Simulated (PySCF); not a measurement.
**Neon: a sound run and one with changed settings**

Sound run: Ne [Ne], Ne⁺ [He] 2s2 2p5. Computed with PySCF 2.14 in cc-pVDZ (3s2p1d, 14 functions), with no relativity, point nucleus. In the sound run the correlated levels freeze 1s2. The sound run starts from symmetry-adapted Hartree-Fock orbitals and uses a fine grid where one is needed.

Changed run: all electrons correlated in a basis built for the valence shell.

```tsv
species	method	sound run (hartree)	changed run (hartree)	converged
Ne	MP2	-128.67430	-128.67634	yes
Ne	CCSD(T)	-128.67884	-128.68069	yes
Ne⁺	MP2	-127.89985	-127.90174	yes
Ne⁺	CCSD(T)	-127.91114	-127.91289	yes
```

Ionisation energy of Ne:

```tsv
method	sound run (eV)	changed run (eV)
UHF	19.668	19.668
MP2	21.074	21.078
SCS-MP2	20.950	20.952
CCSD	20.889	20.892
CCSD(T)	20.890	20.893
```

A valence basis has no tight correlating functions, so it recovers only part of the core correlation, and not evenly between atom and ion.

For comparison, NIST gives 21.565 eV between the lowest levels.
